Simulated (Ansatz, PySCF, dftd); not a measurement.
Species: Cl2, charge 0, singlet. Cl2 (molecular chlorine, SMILES ClCl).
B3LYP-D3(BJ)/def2-TZVP minimum from Ansatz (a first-principles code):
```
Cl
Cl 1 2.0135
```
Charge 0, spin multiplicity 1.

Wanted: enthalpy of formation at 298 K (by atomisation, with ideal-gas terms from PySCF's Hessian at B3LYP-D3(BJ)/def2-TZVP and the atoms' measured values of the G2/97 table; no spin-orbit terms), in kJ/mol. Radicals and triplets start from unrestricted determinants; spin-orbit coupling is neglected. Cores are frozen in correlated methods. Rows without X2C or -DK are non-relativistic. CBS(X,Y): correlation extrapolated as X^-3, Hartree-Fock from the larger set (Q,5: extrapolated as (X+1)exp(-9√X)). A bracket is a step between two methods taken in the basis named. Functionals run without relativity, which enters their misses. Double hybrids freeze cores in their MP2 part. 'core' is core correlation in cc-pwCVTZ (1s frozen past Ne), 'X2C' scalar relativity in cc-pVTZ-DK, both at CCSD(T).

Measured: 0.0 kcal/mol, 0.0 kJ/mol (Active Thermochemical Tables 1.112 (ions: stationary electron), as tabulated in the package chemicals); atomic spin-orbit terms, which the calculations lack, would raise the computed values.

| level | program | enthalpy of formation at 298 K (kJ/mol) | error against that value |
|---|---|---|---|
| B3LYP-D4/def2-TZVPD | Ansatz + dftd4 | 5.5 | 5.5 |
| B3LYP/def2-TZVPD | Ansatz | 10.4 | 10.4 |
| B2GP-PLYP-D4/def2-TZVPD | Ansatz + dftd4 | 13.2 | 13.2 |
| CCSD/cc-pV(Q+d)Z | Ansatz | 24.2 | 24.2 |
| CCSDT(Q)/cc-pV(T+d)Z | Ansatz | 19.0 | 19.0 |
| CCSDT(Q)/cc-pV(Q+d)Z | Ansatz | 4.7 | 4.7 |
| CCSD(T)/CBS(cc-pV(Q+d)Z,cc-pV(5+d)Z) + [CCSDT(Q) - CCSD(T)]/cc-pV(Q+d)Z + [CCSDTQ - CCSDT(Q)]/cc-pV(D+d)Z + core + X2C | Ansatz | -7.6 | -7.6 |
